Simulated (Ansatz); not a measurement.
An input meant for H2S5 (charge 0, singlet).

```yaml
crystal:
  periodic: [false, false, false]
  atoms:
    - {symbol: S, position_ang: [-1.259724, 1.250870, -1.154074]}
    - {symbol: S, position_ang: [-1.613614, 0.621266, 0.814271]}
    - {symbol: S, position_ang: [0.251376, 0.354054, 1.738481]}
    - {symbol: S, position_ang: [0.870765, -1.604710, 1.309072]}
    - {symbol: S, position_ang: [1.959162, -1.526624, -0.475929]}
    - {symbol: H, position_ang: [-1.109298, 2.587967, -0.901984]}
    - {symbol: H, position_ang: [0.901334, -1.682834, -1.329827]}
basis:
  gaussian: {orbitals: cc-pVTZ-PP}
hamiltonian: {xc: {name: HF}}
correlation: {method: ccsd_t}
scf: {omitted_lower_state_checks: [starts]}
```

```sh
$ ansatz run in.yaml --threads 4 --pin off --events-out ev --progress --plain --max-ram 3916MiB
```

Output, abridged:

```
Functional definition: HF
Error: [file] the basis set cc-pVTZ-PP has no functions for S
```

(1) Something in this input is off. What?

Results:

(1) The basis set is misnamed or doesn't suit the job. The program refused the input.
